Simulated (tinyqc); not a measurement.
Inside a calculation. Method: Hueckel theory of the pi electrons, for the molecule C1=CC=C1 (SMILES; centres numbered as the heavy atoms are written). One step of it, computed by the program tinyqc.

Task: Energy, charges, bond orders. E = sum n x; q_r = z_r - P_rr; bond order p = P_rs; free valence = sqrt(3) - sum of p over the bonds of the atom.

x values: [2.000000, 0.000000, 0.000000, -2.000000]

occupations: [2.000000, 1.000000, 1.000000, 0.000000]

charge and bond-order matrix P, order 1C, 2C, 3C, 4C:
$$\begin{pmatrix}
1.000000 & 0.500000 & 0.000000 & 0.500000 \\
0.500000 & 1.000000 & 0.500000 & 0.000000 \\
0.000000 & 0.500000 & 1.000000 & 0.500000 \\
0.500000 & 0.000000 & 0.500000 & 1.000000
\end{pmatrix}$$

Centres:
```
centre  z_r, pi electrons of the neutral centre         h
1C                                            1  0.000000
2C                                            1  0.000000
3C                                            1  0.000000
4C                                            1  0.000000
```

Bonds:
```
i  j  k
1  2  1
2  3  1
3  4  1
4  1  1
```

Give: pi energy = 4 alpha + this times beta; pi charges; Bond orders and lengths from R = 1.517 - 0.180 p; free valence of the carbons; gap between the highest filled and the next level.

Result:

pi energy = 4 alpha + this times beta = 4.000

pi charges: 1C 0.000, 2C 0.000, 3C 0.000, 4C 0.000

Bond orders and lengths from R = 1.517 - 0.180 p (angstrom, C-C alone):
```
bond      p      R
1-2   0.500  1.427
2-3   0.500  1.427
3-4   0.500  1.427
4-1   0.500  1.427
```

free valence of the carbons: 1C 0.732, 2C 0.732, 3C 0.732, 4C 0.732

gap between the highest filled and the next level = 2.000 |beta|
